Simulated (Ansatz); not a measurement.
`[AlH2][NH][AlH2]` and `[AlH2][NH][SiH3]` differ in one atom or group.

Ansatz, PBE0-D4/def2-TZVP geometries, multiplicity 1. 

| property | `[AlH2][NH][AlH2]` |
| --- | --- |
| size of the dipole moment (B3LYP/def2-TZVPP) / D | 0.95 |
| LUMO energy (PBE0/def2-TZVPP) / eV | -1.09 |
| size of the dipole moment (PBE/def2-TZVPP) / D | 0.97 |
| LUMO energy (ωB97M-V/def2-TZVPP) / eV | 0.52 |
| LUMO energy (PBE/def2-TZVPP) / eV | -1.88 |
| HOMO energy (B3LYP/def2-TZVPP) / eV | -7.88 |

(1) What does the change do to each property? (An estimate is asked.)

## Answers

(1) Ansatz gave: 
| property | `[AlH2][NH][SiH3]` | shift |
| --- | --- | --- |
| size of the dipole moment (B3LYP/def2-TZVPP) / D | 0.92 | -0.03 |
| LUMO energy (PBE0/def2-TZVPP) / eV | -0.96 | 0.13 |
| size of the dipole moment (PBE/def2-TZVPP) / D | 0.93 | -0.04 |
| LUMO energy (ωB97M-V/def2-TZVPP) / eV | 0.62 | 0.10 |
| LUMO energy (PBE/def2-TZVPP) / eV | -1.73 | 0.15 |
| HOMO energy (B3LYP/def2-TZVPP) / eV | -7.54 | 0.34 |

With PBE0 the HOMO rises by 0.37 eV and the LUMO rises by 0.13 eV, so the gap narrows by about 0.24 eV. PBE moves the HOMO by 0.40 eV and ωB97M-V by 0.39 eV. The zero-point energy changes by 31.1 kJ/mol with +3 modes. Dipoles are sizes alone; their direction can turn.

B3LYP here is the variant with VWN-RPA as its local correlation; programs differ in this.
